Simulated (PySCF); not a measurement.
## How methods differ on the electron affinity of O

O⁻ [He] 2s2 2p5 (2P) → O [He] 2s2 2p4 (3P), as a difference of total energies. All numbers are calculated (PySCF 2.14, no relativity, point nucleus, in dyall-av3z (15s9p3d2f, 71 functions)). Correlated levels: valence: 1s2 frozen; virtual orbitals above 40 to 60 times the deepest correlated orbital energy dropped. The calculations carry no spin-orbit coupling.

```tsv
method	electron affinity (eV)
UHF	-0.574
LDA	2.073
PBE	1.793
PBE0	1.394
r2SCAN	1.521
M06-L	1.252
MN15	1.460
r2SCAN0	1.238
wB97M-V	1.490
ROHF	-0.538
MP2 (valence)	1.420
SCS-MP2 (valence)	1.386
```

Errors of the correlated levels include the incompleteness of this basis and the frozen core.

A negative affinity means that the anion lies above the atom at that level of theory.

In the anion the highest occupied orbital energy is positive at LDA, PBE, PBE0, r2SCAN, M06-L, MN15, r2SCAN0, a self-interaction effect; the basis confines that electron, and the energy difference can still be sensible.

For comparison: 1.461 eV (measured; photodetachment measurements, as compiled on the Wikipedia data page of electron affinities).
